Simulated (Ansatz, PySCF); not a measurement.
This Ansatz (a first-principles code) input computes a PBE/def2-TZVPD energy:

Ansatz 0.2 input:
```yaml
crystal:
  periodic: [false, false, false]
  atoms:
    - {symbol: C, position_ang: [0.13024566, 0.85108141, -0.45470947]}
    - {symbol: O, position_ang: [-0.00376065, -0.00303305, 0.86250643]}
    - {symbol: C, position_ang: [0.02493219, -0.64005001, -0.38613383]}
    - {symbol: H, position_ang: [-0.92028812, 1.20080584, -0.62002850]}
    - {symbol: H, position_ang: [-0.89689779, -1.18874982, -0.64519838]}
    - {symbol: H, position_ang: [0.91620393, -1.25398011, -0.58976473]}
basis:
  gaussian:
    orbitals: def2-TZVPD
hamiltonian:
  xc: {name: PBE}
total_charge: -1
output: {forces: true}
```

### Question
Write an input for the same energy in PySCF and say what it gives.

### Answer

```python
from pyscf import gto, scf, dft

mol = gto.M(
    atom='''
    C     0.13024566    0.85108141   -0.45470947
    O    -0.00376065   -0.00303305    0.86250643
    C     0.02493219   -0.64005001   -0.38613383
    H    -0.92028812    1.20080584   -0.62002850
    H    -0.89689779   -1.18874982   -0.64519838
    H     0.91620393   -1.25398011   -0.58976473
    ''',
    basis='def2-tzvpd',
    charge=-1,
    spin=0,
    verbose=4,
)

mf = dft.RKS(mol, xc='pbe').density_fit(auxbasis='def2-universal-jkfit')
mf.grids.level = 3
mf.conv_tol = 1e-9
mf.max_cycle = 100
mf.max_memory = 1500
mf.kernel()
if not mf.converged:
    mf = mf.newton()
    mf.kernel(mf.make_rdm1())
mf.analyze()
```
It gives -153.01280 Eh, and Ansatz -153.01274 Eh, a difference of 0.06 mEh, from the treatment of integrals and grids.

It need not be the lowest isomer of its formula. Whether it binds its extra electron was not tested at this geometry.
